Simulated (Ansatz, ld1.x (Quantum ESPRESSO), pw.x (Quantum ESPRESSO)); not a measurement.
pw.x on bcc Rb: one setting changed

Potential: norm-conserving Troullier–Martins (Kleinman–Bylander form), ld1.x (Quantum ESPRESSO) 7.5, PBE; core [Kr], reference 5s1 5p0; waves: 5p (bound, empty): rc 4.20 bohr; 4d channel at 0.3 Ry: rc 4.25 bohr; 4f channel at -0.1 Ry: rc 3.45 bohr; 5s (bound): rc 3.70 bohr; local part: the s channel; core correction: Bessel-smoothed model core inside 3.25 bohr.

The reference run (k-mesh 8³, cutoffs 50/200 Ry, Fermi–Dirac 0.01 Ry, mixing_beta 0.4, conv_thr 1e-9, no spin) gives -0.03 GPa at 91.801 Å³/atom, where all-electron LAPW gives -0.00 GPa. This run, with its own iteration cap, changes smearing to gauss.

```
&control
  calculation='scf', prefix='x', pseudo_dir='./', outdir='./tmp', tstress=.true., disk_io='none'
/
&system
  ibrav=0, nat=1, ntyp=1, ecutwfc=50, ecutrho=200, nbnd=7,
  occupations='smearing', smearing='gauss', degauss=0.01
/
&electrons
  conv_thr=1e-09, mixing_beta=0.4, electron_maxstep=50
/
ATOMIC_SPECIES
Rb 1.0 Rb.UPF
CELL_PARAMETERS angstrom
  -2.84181503 2.84181503 2.84181503
  2.84181503 -2.84181503 2.84181503
  2.84181503 2.84181503 -2.84181503
ATOMIC_POSITIONS crystal
Rb 0.0000 0.0000 0.0000
K_POINTS automatic
8 8 8 0 0 0
```

```bash
pw.x < Rb.scf.in > Rb.scf.out
```

Question: How does the run end?

Answer: It converges in 6 iterations; the free energy moves by +26.4 meV/atom and the pressure by -0.01 GPa. Gaussian smearing of the same width is narrower in effect than Fermi–Dirac, so its quadratic term in F is smaller.

```
Message from routine setup:
     using ibrav=0 with symmetry is DISCOURAGED, use correct ibrav instead
     lattice parameter (alat)  =       9.3015  a.u.
     unit-cell volume          =     619.5039 (a.u.)^3
     number of electrons       =         1.00
     number of Kohn-Sham states=            7
     kinetic-energy cutoff     =      50.0000  Ry
     charge density cutoff     =     200.0000  Ry
     scf convergence threshold =      1.0E-09
     Exchange-correlation= PBE
     number of k points=    29  Gaussian smearing, width (Ry)=  0.0100
     iteration #  1     ecut=    50.00 Ry     beta= 0.40
     c_bands:  4 eigenvalues not converged
     total energy              =      -3.14682432 Ry
     estimated scf accuracy    <       0.00044659 Ry
     iteration #  2     ecut=    50.00 Ry     beta= 0.40
     total energy              =      -3.14689019 Ry
     estimated scf accuracy    <       0.00016747 Ry
     iteration #  3     ecut=    50.00 Ry     beta= 0.40
     total energy              =      -3.14689515 Ry
     estimated scf accuracy    <       0.00000004 Ry
     iteration #  4     ecut=    50.00 Ry     beta= 0.40
     c_bands:  1 eigenvalues not converged
     total energy              =      -3.14689555 Ry
     estimated scf accuracy    <       0.00000002 Ry
     iteration #  5     ecut=    50.00 Ry     beta= 0.40
     total energy              =      -3.14689559 Ry
     estimated scf accuracy    <       0.00000004 Ry
     iteration #  6     ecut=    50.00 Ry     beta= 0.40
     the Fermi energy is    -0.4086 ev
!    total energy              =      -3.14689559 Ry
     estimated scf accuracy    <          6.0E-10 Ry
     smearing contrib. (-TS)   =      -0.00088450 Ry
     The total energy is F=E-TS. E is the sum of the following terms:
     one-electron contribution =       0.25930520 Ry
     hartree contribution      =       0.00146717 Ry
     xc contribution           =      -3.06795081 Ry
     ewald contribution        =      -0.33883265 Ry
     convergence has been achieved in   6 iterations
          total   stress  (Ry/bohr**3)                   (kbar)     P=       -0.34
     Message from routine punch:
     Nothing written, as per user request (disk_io='none')
```

The run took about 13 s on one core of a shared host (Neoverse-V1, 32 threads, 247 GiB, load 17).
